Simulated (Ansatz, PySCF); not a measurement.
**Bulk modulus of zinc-blende AlN (metastable phase) at several levels of theory**

No measured value is used here.

| level (code) | value (GPa) | cell (Å³/atom) |
|---|---|---|
| LDA (Ansatz) | 210 | 10.24 |
| PBE (Ansatz) | ? | 10.67 |
| HSE06 (Ansatz) | 212 | 10.40 |
| CCSD(T) (PySCF) | 207 ± 6 | 10.53 |

**Question.** Some entries are withheld; supply them.

**Answer.** 
- PBE (Ansatz, a program for electronic structure), value (GPa): 193

A ± on a computed value is a rough bar: the spread of its extrapolation, a floor set from checks against published values, or a statistical error. Each level is taken at its own relaxed cell. Cutoffs and k meshes differ between the levels. Ansatz's density-functional and Hartree–Fock values are scalar-relativistic unless marked +SOC, with PAW data made under PBE.
